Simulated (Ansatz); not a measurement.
A calculation with Ansatz (development build ahead of 0.2.0).

```yaml
crystal:
  periodic: [false, false, false]
  atoms:
    - { symbol: H, position_ang: [-0.04755, 0.01257, -0.01578] }
    - { symbol: O, position_ang: [1.17536, 0.08387, 0.05522] }
    - { symbol: O, position_ang: [-1.14491, -0.0494, 0.04892] }
    - { symbol: H, position_ang: [1.61056, 0.76458, 0.50362] }
    - { symbol: H, position_ang: [-1.57759, -0.81124, 0.4307] }
    - { symbol: H, position_ang: [1.68824, -0.23826, -0.70344] }
    - { symbol: H, position_ang: [-1.782, 0.24619, -0.70753] }
basis:
  gaussian: { orbitals: cc-pVTZ }
total_charge: 1
hamiltonian:
  xc: hf
correlation:
  method: mp2
  frozen_orbitals: { H: 0, O: 1 }
```

The input is written out in the form of the current development build from the run's settings.

Results

```json
{
 "Converged": "yes",
 "Reference energy": "-152.43740 hartree",
 "Correlation energy": "-0.52776 hartree",
 "Total energy": "-152.96516 hartree",
 "Spin squared of the determinant": "0.000"
}
```
